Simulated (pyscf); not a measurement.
HO–In(Cl)–Cl (SMILES [OH][In]([Cl])[Cl]) + HCl (SMILES Cl) → HO–In(Cl)–Cl (SMILES [OH][In]([Cl])[Cl]) + HCl (SMILES Cl) (four-centre exchange; singlet surface; Cl–In, Cl–H broken, Cl–In, Cl–H formed). Single points on ωB97X-D3(BJ)/def2-SVP structures (PySCF, gas phase). Energies in kJ/mol from the separated reactants.

```csv
level,barrier,reaction energy
ωB97X-D3(BJ)/def2-TZVP,-15.3,0.0
PBE/def2-TZVP,-17.4,0.0
r²SCAN/def2-TZVP,?,0.0
PBE0-D3(BJ)/def2-TZVP,-16.7,0.0
M06-2X/def2-TZVP,-11.6,0.0
HF/def2-TZVP,?,0.0
```

### Question
Complete the blanks.

### Answer

- r²SCAN/def2-TZVP, barrier: -22.0
- HF/def2-TZVP, barrier: 58.1

On the reactant side the descent ends in an adduct with a Cl–In contact, 44.9 kJ/mol under the separated species and 29.6 kJ/mol under the saddle at ωB97X-D3(BJ)/def2-TZVP. On the product side the descent ends in an adduct with a Cl–In contact, 44.9 kJ/mol under the separated species and 29.6 kJ/mol under the saddle at ωB97X-D3(BJ)/def2-TZVP. At ωB97X-D3(BJ)/def2-TZVP, PBE, r²SCAN, PBE0-D3(BJ), M06-2X the saddle lies under the separated reactants, which points to a path from their complex (located at ωB97X-D3(BJ) alone). At ωB97X-D3(BJ)/def2-TZVP, PBE, r²SCAN, PBE0-D3(BJ), M06-2X the saddle lies under the separated products, which points to a path from their complex (located at ωB97X-D3(BJ) alone). What is counted as formed (Cl–In) is already present as a longer contact in the reactant adduct; forming that adduct is a step of its own. What is counted as broken (Cl–In) persists as a longer contact in the product adduct; parting that adduct is a step of its own. This is the saddle that the search found; another between the same sides may lie lower. Elements past Kr carry the def2 core potentials, without spin-orbit coupling.
